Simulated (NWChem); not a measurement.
The numbers come from NWChem runs, not from measurements. System: CHO (+1), charge 1, spin multiplicity 1, at a geometry optimised with PBE/def2-SVP. The structure started from a generated list of species. Level: CR-CCSD(T)/STO-3G, 2 core orbitals frozen.

The NWChem input:

```
start mol
memory heap 100 mb stack 700 mb global 1900 mb
charge 1
geometry units angstroms nocenter noautoz
  C      0.000000     0.000000    -0.521915
  O      0.000000     0.000000     0.596550
  H      0.000000     0.000000    -1.640908
  symmetry group C2v
end
basis spherical
  * library sto-3g
end
scf
  rhf
  nopen 0
  maxiter 100
  thresh 1e-7
  semidirect memsize 60000000 filesize 0
end
tce
  freeze core 2
  cr-ccsd(t)
  2eorb
  2emet 13
  thresh 1e-6
  maxiter 100
  tilesize 24
end
task tce energy
```

Output (cleaned and shortened):

```
             Northwest Computational Chemistry Package (NWChem) 7.3.0
             --------------------------------------------------------

                                NWChem Input Module
                                -------------------

 Scaling coordinates for geometry "geometry" by  1.889725989
 (inverse scale =  0.529177249)

 Turning off AUTOSYM since
 SYMMETRY directive was detected!

                             Geometry "geometry" -> ""
                             -------------------------

 Output coordinates in angstroms (scale by  1.889725989 to convert to a.u.)

  No.       Tag          Charge          X              Y              Z
 ---- ---------------- ---------- -------------- -------------- --------------
    1 C                    6.0000     0.00000000     0.00000000    -0.52191500
    2 O                    8.0000     0.00000000     0.00000000     0.59655000
    3 H                    1.0000     0.00000000     0.00000000    -1.64090800

 Effective nuclear repulsion energy (a.u.)      27.4396452047

            Nuclear Dipole moment (a.u.)
            ----------------------------
        X                 Y               Z
 ---------------- ---------------- ----------------
     0.0000000000     0.0000000000     0.0000037795

      Symmetry information
      --------------------

 Group name             C2v
 Group number             16
 Group order               4
 No. of unique centers     3

      Symmetry unique atoms

     1    2    3


 Summary of "ao basis" -> "" (spherical)
 ------------------------------------------------------------------------------
       Tag                 Description            Shells   Functions and Types
 ---------------- ------------------------------  ------  ---------------------
 *                           sto-3g                   on all atoms

 Summary of "ao basis" -> "ao basis" (spherical)
 ------------------------------------------------------------------------------
       Tag                 Description            Shells   Functions and Types
 ---------------- ------------------------------  ------  ---------------------
[...]
            Alpha orbitals :    11
             Beta orbitals :    11
        Alpha frozen cores :     2
         Beta frozen cores :     2
     Alpha frozen virtuals :     0
      Beta frozen virtuals :     0
         Spin multiplicity : singlet
    Number of AO functions :    11
       Number of AO shells :     7
        Use of symmetry is : on
      Symmetry adaption is : on
         Schwarz screening : 0.10D-09

          Correlation Information
          -----------------------
          Calculation type : Coupled-cluster singles & doubles w/ perturbation
   Perturbative correction : Completely renormalized (T)
            Max iterations :      100
        Residual threshold : 0.10D-05
     T(0) DIIS level shift : 0.00D+00
     L(0) DIIS level shift : 0.00D+00
     T(1) DIIS level shift : 0.00D+00
     L(1) DIIS level shift : 0.00D+00
     T(R) DIIS level shift : 0.00D+00
     T(I) DIIS level shift : 0.00D+00
   CC-T/L Amplitude update :  5-th order DIIS
                I/O scheme : Global Array Library
        L-threshold :  0.10D-05
        EOM-threshold :  0.10D-05
 no EOMCCSD initial starts read in
 TCE RESTART OPTIONS
 SLICE:      F
 D4D5:       F
 quantumc:   F
 qrotation:  F
 pwtce:      F
 qducc:      F
 nacto:                         0
 nrotv:                         0
 nrot:                          0

            Memory Information
            ------------------
          Available GA space size is     249036679 doubles
          Available MA space size is     104856708 doubles

 Maximum block size supplied by input
 Maximum block size        24 doubles

 tile_dim =      3

 -------------------------------------------------

 Global array virtual files algorithm will be used

 Parallel file system coherency ......... OK

 4-electron integrals stored in orbital form

 v2    file size   =              518
 4-index algorithm nr.  13 is used
 imaxsize =       30
 imaxsize ichop =        0


CCSD iterations
 ---------------------------------------------------------
 Iter          Residuum       Correlation     Cpu    Wall
 ---------------------------------------------------------
    1   0.0924041653436  -0.1526892257095     0.0     0.0
    2   0.0411531891278  -0.1517325397930     0.0     0.0
    3   0.0209454790943  -0.1561954165850     0.0     0.0
    4   0.0116209948202  -0.1575445612574     0.0     0.0
    5   0.0064773214716  -0.1585057793275     0.0     0.0
    6   0.0006453965744  -0.1594838354366     0.0     0.0
    7   0.0002290668722  -0.1595375320853     0.0     0.0
    8   0.0001127733040  -0.1595262751645     0.0     0.0
    9   0.0000526397435  -0.1595289319294     0.0     0.0
   10   0.0000280845816  -0.1595285230304     0.0     0.0
   11   0.0000058267356  -0.1595293845441     0.0     0.0
   12   0.0000031043232  -0.1595291919365     0.0     0.0
   13   0.0000015727677  -0.1595296166888     0.0     0.0
   14   0.0000009054368  -0.1595296771688     0.0     0.0
 -----------------------------------------------------------------
 Iterations converged
 CCSD correlation energy / hartree =        -0.159529677168824
 CCSD total energy / hartree       =      -111.663531380919736

 Singles contributions

 Doubles contributions
     8b1  (alpha)     8b1  (beta ) ---     6b1  (alpha)     6b1  (beta )       -0.1342699209
     9b2  (alpha)     9b2  (beta ) ---     7b2  (alpha)     7b2  (beta )       -0.1342699209
 CR-CCSD(T)

 CR-CCSD[T]  correction energy / hartree =        -0.005472970271098
 CR-CCSD[T] correlation energy / hartree =        -0.165002647439922
 CR-CCSD[T] total energy / hartree       =      -111.669004351190836
 CR-CCSD(T)  correction energy / hartree =        -0.003740201042486
 CR-CCSD(T) correlation energy / hartree =        -0.163269878211310
 CR-CCSD(T) total energy / hartree       =      -111.667271581962225

 Task  times  cpu:        0.6s     wall:        0.6s

 Total times  cpu:        0.6s     wall:        0.6s
```
